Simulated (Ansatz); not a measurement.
**HPAl, quartet in 6-31G: errors against full CI**

Geometry: a point of a stretch scan, not a stationary point.

```xyz
3

Al    0.0000    0.0256    1.3024
P     0.0000   -0.0829   -1.0869
H     0.0000    1.8620   -1.4635
```

Basis 6-31G; Ansatz 0.2.0. Only valence electrons are correlated (noble-gas cores frozen), which leaves 9 electrons in 18 orbitals. Prefix R: restricted or restricted open-shell reference; prefix U: unrestricted. Active spaces: pair = (5e, 5o) about the gap; valence = (9e, 9o) chosen from the atoms' valence shells.

Full CI is exact within this basis and frozen core; it isn't the basis-set limit. The frozen core follows each run's orbitals, which can shift R against U totals by a few meV.

Unrestricted rows (U) aren't spin-pure: their determinants' ⟨S²⟩ exceeds S(S+1) by up to 0.34, so they mix in states of higher spin. HF rows are the lowest solutions found. Coupled cluster chose its determinant by trial CCSD, here up to 0.04 eV above the lowest Hartree–Fock solution of its kind, and MP2 stands on that determinant too. For open shells CISD is restricted-active-space CI with the open shells as a complete middle space.

```
UHF ⟨S²⟩                            : 4.092
⟨S²⟩ of the determinant under UCCSD : 3.939
T1 diagnostic (RCCSD)               : 0.0530
largest doubles amplitude (RCCSD)   : 0.093
T1 diagnostic (UCCSD)               : 0.0623
```

| level | E − E(full CI) (meV) | share of correlation (%) | wall time |
| --- | --- | --- | --- |
| RHF | 2822 | 0.00 | – |
| UHF | 2637 | 6.57 | 0.75 s |
| RMP2 | 985 | 65.08 | – |
| UMP2 | 1085 | 61.54 | – |
| CISD | 294 | 89.57 | 0.84 s |
| RCCSD | 136 | 95.19 | – |
| UCCSD | 109 | 96.13 | – |
| RCCSD(T) | 49 | 98.27 | 2.8 s |
| UCCSD(T) | 37 | 98.69 | 4 s |
| BCCD(T) | 44 | 98.44 | 2.6 s |
| RCCSDT | 13 | 99.54 | – |
| UCCSDT | 10 | 99.64 | – |
| RCCSDT(Q) | 3 | 99.90 | 5.5 s |
| UCCSDT(Q) | 1 | 99.95 | 7.5 s |
| RCCSDTQ | 1 | 99.97 | 36 s |
| CASSCF (pair space) | 1832 | 35.08 | – |
| NEVPT2 (pair space) | 601 | 78.70 | 1.6 s |
| MRCISD (pair space) | 213 | 92.44 | – |
| MRCISD+Q (pair space) | 80 | 97.16 | 1.8 s |
| CASSCF (valence space) | 845 | 70.05 | – |
| NEVPT2 (valence space) | 241 | 91.47 | 2.5 s |
| MRCISD (valence space) | 35 | 98.76 | – |
| MRCISD+Q (valence space) | 13 | 99.53 | 3.6 s |

The correlation energy at full CI, counted from RHF, is -2.822 eV. That run took 2.1 min on 1 thread of Arm Neoverse V2, shared host over 7,588,672 determinants.

Times hold each run's SCF and search for its determinant on a shared host, so for small cases they say little of a method's own cost; they ran on 1 thread of Arm Neoverse V2.

The full-CI state has the irrep A'' of Cs, in the program's axes.

Natural occupations of full CI about the gap: 1.979 1.916 1.879 1.010 0.989 0.982 0.134 0.037 0.036 0.009; effectively unpaired electrons, Σ n²(2−n)², 3.15.
